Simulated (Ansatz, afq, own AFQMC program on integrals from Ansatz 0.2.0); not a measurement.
Two steps: Ansatz 0.2.0 writes the Fock matrix and Cholesky factors of the valence space, and afq projects on them the lowest state that overlaps trial and start.

```yaml
crystal:
  periodic: [false, false, false]
  atoms:
    - {symbol: C, position_ang: [0.009446, 0.009374, -0.009407]}
    - {symbol: H, position_ang: [0.637483, 0.639385, 0.619815]}
    - {symbol: H, position_ang: [-0.772482, -0.766551, 0.769264]}
    - {symbol: H, position_ang: [-0.617148, 0.637539, -0.641904]}
    - {symbol: H, position_ang: [0.639584, -0.622070, -0.635081]}
basis:
  gaussian: {orbitals: 6-31G}
magnetization: {spin_polarized: false}
correlation: {method: ccsd_t, electrons: outside_noble_gas, hamiltonian_folder: ham}
```

```sh
$ ansatz run in.yaml --threads 1 --pin off --events-out ev --progress --plain --max-ram 16896MiB --backend cuda --devices 0, --max-vram 18GiB
```

afq runs on the folder ham with

```
--method phaseless --trial cisd --walkers 4000 --populations 20 --least-time 60 --time-step 0.005 --steps-per-block 50 --equilibration-blocks 28 --max-blocks 4000 --target-error 0.00017 --factor-cut 1e-05 --seed 9885 --release-times 0.24,0.51,0.99,1.62,2.4 --release-step 0.03 --release-every 3 --taylor-order 6
```

Times are imaginary, in 1/Eh. The walk had a cap of 122 s. With eight or more populations the least sampling time is a fifth of least-time, and the error comes from their spread.

Log:

```
orbitals 16  electrons 4 4  factors 106 of 255
reference energy -40.15015032 Eh
CCSD correlation -0.12424595 Eh in 8 cycles, weight of the determinant in the CISD state 0.9380
energy of the start -40.274398 Eh
 block  time / (1/Eh)  mean weight  energy / Eh
     1     0.250  0.9999  -40.273432
     2     0.500  1.0000  -40.274159
     3     0.750  1.0000  -40.274667
     4     1.000  0.9999  -40.275016
     5     1.250  1.0000  -40.275699
    10     2.500  1.0000  -40.276285
    15     3.750  1.0000  -40.276981
    20     5.000  1.0000  -40.276433
    25     6.250  1.0000  -40.277007
    30     7.500  0.9999  -40.276740
    35     8.750  1.0000  -40.277319
    37     9.250  1.0001  -40.277534
    40    10.000  1.0000  -40.276778
    45    11.250  1.0000  -40.276247
    50    12.500  1.0001  -40.276162
    55    13.750  1.0001  -40.276763
    60    15.000  1.0000  -40.276798
    65    16.250  1.0000  -40.276748
    70    17.500  1.0002  -40.276748
    75    18.750  0.9999  -40.277048
    78    19.500  0.9999  -40.276876
error from the spread of 20 populations
released: time / (1/Eh)  energy / Eh  error  mean overlap
  0.24  -40.276789  0.000063  0.9995
  0.51  -40.276768  0.000034  0.9986
  0.99  -40.276733  0.000048  0.9983
  1.62  -40.276742  0.000038  0.9981
  2.40  -40.276694  0.000039  1.0006
energy -40.276737 +/- 0.000077 Eh
(rows thinned)
```

The run passed its tests (sampling time, drift between the halves within three errors, error under three times the target), which doesn't prove that it has relaxed.

Against this walk (error 2.1 meV) on the same determinant: CCSD(T) 10.3 meV higher, CCSDT(Q) 1.1 meV higher (within the noise), CCSDTQ 1.2 meV higher (within the noise), full CI 0.9 meV higher (within the noise). The error is statistical and leaves out the bias of the constraint. Released to 2.40 1/Eh the energy moves by 1.2 ± 2.3 meV (both errors), within twice the noise.

Cautions: constraint bias not in the error.

The walk took 22 s on 1 × NVIDIA H100 80GB HBM3 with 2 threads of AMD EPYC 7R13 Processor (Zen 3), with other jobs on the host (the card was shared). The log's last line is the phaseless energy.

CCSDT and higher add their correlation energy to the determinant of the CCSD(T) run, since their own runs factorise the integrals more tightly (a shift of under 2 meV). A walk keeps the symmetry of its determinant, which the program's search chose and which needn't be the lowest solution, so a lower state of the same spin and another symmetry isn't excluded.
